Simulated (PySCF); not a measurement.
Gas-phase reaction: 4 SiH₄ + C₃H₄ (propyne) ⇌ 3 CH₃SiH₃ + SiH₂

Method: PySCF energies plus ideal-gas RRHO corrections (1 bar). † marks an energy on the PBE0/def2-TZVP geometry and frequencies; other levels use their own. MP2 freezes the core. 6-31G* has spherical d functions here. All species are closed-shell singlets. MP2 isn't extrapolated to the basis-set limit; its ΔH°(298 K) is -95.6 kJ in def2-SVP and -111.8 kJ in def2-TZVPP. The harmonic model lacks anharmonicity and excited electronic states, which grow with temperature; levels with a mode under 35 cm⁻¹ are left out. Internal rotation in CH₃SiH₃ is treated as a harmonic vibration of one conformer, which makes the entropy rough.

| level | ΔE electronic, kJ | ΔH°(298 K), kJ | ΔS°(298 K), J/K | ΔG°(1600 K), kJ |
|---|---|---|---|---|
| HF/6-31G* | -137 | -104 | -90 | 32 |
| MP2/def2-SVP† | -129 | -96 | -92 | 44 |
| PBE/def2-SVP | -156 | -123 | -92 | 17 |
| PBE/def2-TZVP† | -159 | -126 | -92 | 14 |
| LDA/def2-TZVP† | -193 | -159 | -92 | -20 |
ΔH° is lowest at LDA/def2-TZVP† and highest at MP2/def2-SVP†. No reference value is set beside these.
